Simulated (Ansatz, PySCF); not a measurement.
Wanted: the gas-phase enthalpy of formation of CNC [N-methylmethanamine] at 298 K. Reaction (SMILES): CNC [N-methylmethanamine] + N (NH3) -> 2 CN (CH5N); bond separation energy.

Geometries: B3LYP-D3(BJ)/def2-TZVP minima from Ansatz (a quantum-chemistry and plane-wave program). Correlated levels leave the core frozen unless marked. Open shells are spin-unrestricted. No spin-orbit coupling. No relativistic terms. CBS marks a two-point X^-3 extrapolation of the correlation energy; Hartree-Fock from the larger set. The bracket is a focal-point correction in the basis named. Thermal terms are rigid-rotor harmonic-oscillator values from B3LYP-D3(BJ) frequencies (PySCF) at 298.15 K and 1 atm. 1 Eh = 627.5095 kcal/mol. PBE is always shown; the other two functionals were drawn at random. The atomisation route leaves out scalar relativity and anharmonic zero-point terms, the atoms' spin-orbit terms, and in the frozen-core level the core correlation. Atomic data: G2/97 table in ASE.

Tabulated enthalpies of formation of the partners: CN (CH5N) -5.0 kcal/mol, ATcT 1.112; N (NH3) -10.9 kcal/mol, ATcT 1.112.

| level | computed ΔH of the reaction (kcal/mol) | ΔHf by atomisation and measured atoms (kcal/mol) |
|---|---|---|
| PBE/def2-TZVPD (Ansatz) | 4.0 | -15.9 |
| PBE0-D4/def2-TZVPD (Ansatz + dftd4) | 4.3 | -5.6 |
| wB97M-V/def2-TZVPD (Ansatz) | 4.3 | -5.2 |
| RI-MP2/CBS(aug-cc-pVTZ,aug-cc-pVQZ)+[CCSD(T)-MP2]/aug-cc-pVTZ (Ansatz) | 4.5 | -3.6 |

### Question
Derive ΔHf from the reaction at each level, and compare how far the levels part by the two routes.

### Answer

The partners sum to 0.9 kcal/mol (products minus other reactants), so ΔHf = (0.9 - ΔH):
- PBE/def2-TZVPD: -3.1; errors +0.7 by the reaction, -12.1 by atomisation
- PBE0-D4/def2-TZVPD: -3.4; errors +0.4 by the reaction, -1.8 by atomisation
- wB97M-V/def2-TZVPD: -3.4; errors +0.4 by the reaction, -1.4 by atomisation
- RI-MP2/CBS(aug-cc-pVTZ,aug-cc-pVQZ)+[CCSD(T)-MP2]/aug-cc-pVTZ: -3.6; errors +0.2 by the reaction, +0.2 by atomisation
All levels span 0.5 kcal/mol by the reaction and 12.3 by atomisation; without PBE they span 0.2 and 2.0. The errors are against the measured -3.8 kcal/mol (ATcT 1.112).
